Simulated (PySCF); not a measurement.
C2H5, SMILES [CH2]C, multiplicity 2.

Coordinates come from a r2SCAN-D4/def2-TZVP optimisation. The isomer is the one that the SMILES or the coordinates give; other isomers of the formula were not compared.

All values below come from SMD-ωB97X/def2-SVP run with PySCF.

Solvation free energies are E(SMD) − E(gas) at the gas-phase geometry, for 1 M in both phases. In vacuum the dipole moment is 0.29 D.

Computed solvation free energies in water, diethylether, acetone:
| solvent | ΔG(solv) (kcal/mol) | its non-electrostatic (CDS) part | dipole (D) |
|---|---|---|---|
| water | 1.9 | 2.9 | 0.39 |
| diethylether | -0.9 | -0.2 | 0.36 |
| acetone | -0.7 | 0.2 | 0.38 |
